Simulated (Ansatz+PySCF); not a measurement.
The numbers below are computed, except where a source is named.
Input for Ansatz (development build ahead of 0.2.0):

```yaml
crystal:
  periodic: [false, false, false]
  atoms:
    - { symbol: "N", position_ang: [0.0, 0.0, 0.0] }
    - { symbol: "N", position_ang: [1.1782, 0.0, 0.0] }
    - { symbol: H, position_ang: [1.64497, 0.93664, 0.0] }
basis:
  gaussian: { orbitals: cc-pVTZ }
magnetization:
  initial_magnetization: 1
hamiltonian:
  xc: hf
correlation:
  method: mp2
  frozen_orbitals: { H: 0, "N": 1 }
output:
  forces: true
```

The input is written out in the form of the current development build from the run's settings. Correlation on restricted open-shell orbitals is semicanonical, with singles.

Results

- Converged: yes
- Reference energy: -109.45863 hartree
- Correlation energy: -0.37830 hartree
- Total energy: -109.83693 hartree
- Spin squared of the determinant: 0.750
- Stability test: minimum among restricted orbitals
- Occupied orbitals by symmetry in an Abelian subgroup (alpha; beta): 7 A' 1 A''; 6 A' 1 A''

Forces (eV/Å):
```json
{"atom": "N1", "Fx": "0.316", "Fy": "-0.121", "Fz": "0.000"}
{"atom": "N2", "Fx": "-0.468", "Fy": "0.120", "Fz": "0.000"}
{"atom": "H3", "Fx": "0.152", "Fy": "0.001", "Fz": "0.000"}
```

Caution: forces differ strongly between restricted and unrestricted references.
